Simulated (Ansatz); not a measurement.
**Sb (model structure, started from the fcc type, Fm-3m, No. 225, 1 atom in the cell)**

Method: r²SCAN in Ansatz (PAW).

Run with plane-wave cutoff 500 eV, 14×14×14 k mesh, Fermi–Dirac smearing 0.05 eV, scalar-relativistic PAW data made under PBE.

Cell (relaxed at this level):

```
CELL_PARAMETERS angstrom
      0.00000     2.38641     2.38641
      2.38641     0.00000     2.38641
      2.38641     2.38641     0.00000
ATOMIC_POSITIONS crystal
  Sb 0.00000 0.00000 0.00000
```

band gap: none

Note: the relaxation could raise the start's symmetry but not lower it, so the cell can be a saddle point.

Spin–orbit coupling is not included.

Static lattice: no zero-point or thermal effects.

The result took around 21 core-seconds (rough).

A model structure was made by putting elements into a prototype or built by hand; it is no filed structure, need not be a known phase, and can be a saddle point held by its symmetry.

Ansatz is an electronic-structure program.
